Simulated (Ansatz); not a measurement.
# C3H2OS: the cost of one run

Method: UHF/STO-3G, in Ansatz 0.2.0.

## 1. The structure to begin with

Bond lengths: C1–C2 1.216 Å, C2–C3 1.450 Å, C3–O4 1.313 Å, C3–S5 1.717 Å, C1–H6 1.051 Å, S5–H7 1.335 Å. Angles: C1–C2–C3 177.6°, C2–C1–H6 172.9°, C2–C3–O4 118.3°, C2–C3–S5 118.5°, O4–C3–S5 123.1°, C3–S5–H7 94.1°.

As a file:

```xyz
7

C    -0.1299   -0.5809    1.9642
C     0.0403   -0.2692    0.8016
C     0.2841    0.0563   -0.5904
O     1.4829   -0.1591   -1.0801
S    -0.9866    0.7683   -1.4994
H    -0.3713   -0.7608    2.9710
H    -0.2583    0.8774   -2.6127
```

## 2. Relaxing end A

The input, input.yaml:

```yaml
crystal:
  periodic: [false, false, false]
  atoms:
    - { symbol: C, position_ang: [-0.1299, -0.5809, 1.9642] }
    - { symbol: C, position_ang: [0.0403, -0.2692, 0.8016] }
    - { symbol: C, position_ang: [0.2841, 0.0563, -0.5904] }
    - { symbol: O, position_ang: [1.4829, -0.1591, -1.0801] }
    - { symbol: S, position_ang: [-0.9866, 0.7683, -1.4994] }
    - { symbol: H, position_ang: [-0.3713, -0.7608, 2.971] }
    - { symbol: H, position_ang: [-0.2583, 0.8774, -2.6127] }
magnetization:
  spin_polarized: true
basis:
  gaussian: { orbitals: STO-3G }
hamiltonian:
  xc: hf
relax:
  f_tol: 0.02
  max_steps: 50
```

Command:

```bash
ansatz run input.yaml --threads 1 --pin off --max-ram 2048MiB --backend cpu --events-out ev --progress --plain --runs-dir out
```

Q: Estimate wall time and peak memory on 1 thread of Intel Xeon Platinum 8488C (Sapphire Rapids), shared host.

About 16 s, with a peak of 0.12 GiB.
